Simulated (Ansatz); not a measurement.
Born–Oppenheimer molecular dynamics of CH4Al2 (7 atoms, charge 0, multiplicity 1). It starts from a relaxed structure.

Level of theory: Ansatz 0.2.0, UKS B3LYP-D4/6-31G*.

```json
{
  "ensemble": "NVT, Langevin thermostat",
  "time step": "0.5 fs",
  "steps asked": "150",
  "set temperature": "300 K",
  "friction": "0.02 /fs",
  "masses": "H 2.014 u",
  "seed": "433283"
}
```

First frame:

```xyz
7
Properties=species:S:1:pos:R:3
C -0.652 -0.102 -0.436
Al 0.070 0.957 1.067
Al 1.186 -0.807 -0.236
H -1.627 -0.533 -0.678
H -0.378 0.631 -1.240
H -0.530 1.871 2.232
H 1.992 -2.086 -0.754
```

(1) What does the run give?

(2) What happens to the structure?

(3) How do temperature and energy run in time?

Results:

(1) All steps were run.

| Property | Result |
| --- | --- |
| steps done | 150 |
| time covered | 75 fs |
| mean temperature over the second half | 184 K |
| spread of the potential energy over the second half | 5.5 meV per atom |
| mean potential energy of the second half above the start | 17.2 meV per atom |

The mean temperature of the second half is 39 % below the set value. A run of 0.075 ps of so small a system gives no equilibrium averages.

(2) The same pairs are bonded in the first frame and the last. Pairs count as bonded within 1.25 times the sum of covalent radii (0.12 Å more for H–H). The details hang on the random start.

(3) 
| time (fs) | T (K) | potential energy less start (eV) |
| --- | --- | --- |
| 0.0 | 257 | 0.000 |
| 6.0 | 257 | 0.029 |
| 12.0 | 191 | 0.090 |
| 18.0 | 167 | 0.115 |
| 24.0 | 169 | 0.116 |
| 30.0 | 260 | 0.057 |
| 36.0 | 132 | 0.090 |
| 42.0 | 173 | 0.077 |
| 48.0 | 132 | 0.081 |
| 54.0 | 102 | 0.148 |
| 60.0 | 184 | 0.100 |
| 66.0 | 248 | 0.143 |
| 72.0 | 285 | 0.177 |

Time of the run: 4.5 min on 1 thread of Intel(R) Xeon(R) 6975P-C (Granite Rapids), on a shared host, peak memory 0.17 GiB.
